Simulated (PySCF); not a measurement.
**Aluminium: a sound run and one with changed settings**

Sound run: Al [Ne] 3s2 3p1, Al+ [Ne] 3s2. Calculation: PySCF 2.14, in def2-SVP; no relativity, point nucleus. The sound run starts from symmetry-adapted Hartree-Fock orbitals and uses a fine grid where one is needed.

Changed run: initial guess 1e, at most 50 SCF cycles, level shift 10.0 hartree.

```json
{"species": "Al", "method": "UHF", "sound run (hartree)": "-241.78934", "changed run (hartree)": "-241.78742", "converged": "no"}
{"species": "Al", "method": "BP86", "sound run (hartree)": "-242.29827", "changed run (hartree)": "-242.27421", "converged": "no"}
{"species": "Al", "method": "M06-L", "sound run (hartree)": "-242.26537", "changed run (hartree)": "-241.13063", "converged": "no"}
{"species": "Al+", "method": "UHF", "sound run (hartree)": "-241.58509", "changed run (hartree)": "-241.58469", "converged": "no"}
{"species": "Al+", "method": "BP86", "sound run (hartree)": "-242.07258", "changed run (hartree)": "-242.06639", "converged": "no"}
{"species": "Al+", "method": "M06-L", "sound run (hartree)": "-242.05035", "changed run (hartree)": "-242.04927", "converged": "no"}
```

A level shift slows the SCF but leaves a converged energy unchanged.
